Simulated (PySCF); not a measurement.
## Molecular orbitals of MgO

LC-ωPBE at R = 1.884 Å; PySCF, spin-free X2C with a Gaussian nucleus, basis sets Mg x2c-TZVPPall, O x2c-TZVPPall. State: ³Π (triplet), unpaired electrons σ ↑, π ↑. Only the outer orbitals are listed, counted within each symmetry.

```
spin  orbital  occ.  ε (eV)  on Mg (%)            main shells (%)
   α       1π     1  -53.51        100                   100 Mg p
   α       1π     1  -53.48        100                   100 Mg p
   α       4σ     1  -53.34        100                   100 Mg p
   α       5σ     1  -27.71          4                     95 O s
   α       2π     1  -12.98          4                     96 O p
   α       6σ     1  -12.04         15            84 O p, 12 Mg s
   α       2π     1  -11.03          6                     94 O p
   α       7σ     1   -7.92         94           74 Mg s, 20 Mg p
   α       3π     0    0.68        100                    95 Mg p
   α       3π     0    0.80         99                    92 Mg p
   α       8σ     0    2.16        104  64 Mg p, 22 Mg d, 18 Mg s
   β       1π     1  -53.42        100                   100 Mg p
   β       1π     1  -53.40        100                   100 Mg p
   β       4σ     1  -53.23        100                   100 Mg p
   β       5σ     1  -25.60          6                     94 O s
   β       6σ     1  -11.00         14            84 O p, 10 Mg s
   β       2π     1  -10.35          7                     93 O p
   β       7σ     0   -0.87         96           83 Mg s, 13 Mg p
   β       2π     0   -0.41         33            67 O p, 28 Mg p
   β       3π     0    1.69         99                    95 Mg p
```

Question: Which are the highest filled and the lowest empty level, where do they sit, and how wide is the gap?

Answer: Highest filled α 7σ at -7.92 eV (in %: 74 Mg s, 20 Mg p); lowest empty β 7σ at -0.87 eV (in %: 83 Mg s, 13 Mg p); the gap at LC-ωPBE is 7.05 eV.

- bond order (Mayer): 0.82
- ⟨S²⟩: 2.004
- charge on Mg (Mulliken, basis-dependent): 0.51
- charge on Mg (Löwdin, basis-dependent): 0.34
- dipole moment (positive dipole means Mg(−)O(+)): -3.13 D

Shares are Mulliken populations and can fall outside 0 to 100 %.

The state was picked by a PBE0 search and need not be the measured ground state.
